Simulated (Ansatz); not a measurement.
# Other spins and charges of H$_{2}$Si–Ge, triplet at one geometry

Geometry (PBE0/def2-TZVP stationary point for this spin, not checked as a minimum):

| atom | x (Å) | y (Å) | z (Å) |
| --- | --- | --- | --- |
| Si | 0.0000 | 0.0000 | 1.6381 |
| Ge | 0.0000 | 0.0000 | -0.7039 |
| H | 0.0000 | 1.1919 | 2.5412 |
| H | 0.0000 | -1.1919 | 2.5412 |

Basis cc-pVDZ; Ansatz 0.2.0. Only valence electrons are correlated (noble-gas cores and the filled d shells of p-block atoms frozen). Prefix R: restricted or restricted open-shell reference; prefix U: unrestricted. Active spaces: valence = (10e, 10o) chosen from the atoms' valence shells. No spin–orbit coupling is included, and no scalar relativity.

Gaps are energies of the second state less the first, at fixed atoms, for a selection of the levels run; each method lands on the state that its own search finds for that charge and spin.

For open shells CISD is restricted-active-space CI with the open shells as a complete middle space.

Problem. PBE gives 7.379 eV for removing an electron, to the doublet. Estimate what UCCSDT(Q) gives in cc-pVDZ.

Solution. UCCSDT(Q) in cc-pVDZ gives 7.219 eV, so against it PBE is off by 0.160 eV, of which a good part can be the reference's own basis and frozen-core error.

```csv
level,gap (eV),error (meV)
CISD,7.169,-50
UCCSD(T),7.217,-2
UCCSDT,7.218,-1
CASSCF (valence space),6.469,-750
NEVPT2 (valence space),7.062,-157
MRCISD+Q (valence space),7.214,-5
r2SCAN,7.582,363
B2PLYP,7.263,44
RPA-PBE,7.319,100
```

Problem. PBE gives 9.043 eV for removing an electron, to the quartet. Estimate what UCCSDT(Q) gives in cc-pVDZ.

Solution. UCCSDT(Q) in cc-pVDZ gives 8.739 eV, so against it PBE is off by 0.304 eV, of which a good part can be the reference's own basis and frozen-core error.

```csv
level,gap (eV),error (meV)
UHF,8.055,-684
UMP2,8.634,-105
CISD,8.599,-140
UCCSD,8.728,-11
UCCSD(T),8.741,2
BCCD(T),8.751,12
UCCSDT,8.739,0
CASSCF (valence space),7.932,-807
NEVPT2 (valence space),8.572,-167
MRCISD (valence space),8.657,-82
MRCISD+Q (valence space),8.754,15
r2SCAN,9.071,332
PBE0,9.076,337
B3LYP,9.189,450
wB97M-V,9.111,372
B2PLYP,8.982,243
RPA-PBE,8.983,244
```

Quintet less triplet: 2.357 eV at UCCSDT(Q).

| level | gap (eV) | error (meV) |
| --- | --- | --- |
| CISD | 2.205 | -152 |
| UCCSD | 2.312 | -45 |
| UCCSD(T) | 2.348 | -9 |
| BCCD(T) | 2.362 | 5 |
| UCCSDT | 2.354 | -3 |
| MRCISD (valence space) | 2.356 | -1 |
| PBE | 2.641 | 284 |
| r2SCAN | 2.430 | 73 |
| PBE0 | 2.526 | 169 |
| B3LYP | 2.815 | 458 |

In so small a basis the reference is far from its limit while semilocal and hybrid functionals are nearer theirs (RPA and double hybrids share part of the reference's basis error), so the functionals' errors here hold much of the reference's basis and frozen-core error, which can add to them or hide them.

Full CI isn't at hand for all of this; UCCSDT(Q) serves as the reference, and is uncertain by the last step of the cluster series or more. The frozen core follows each run's orbitals, which can shift R against U totals by a few meV for light atoms and by up to 0.1 eV past Ca.
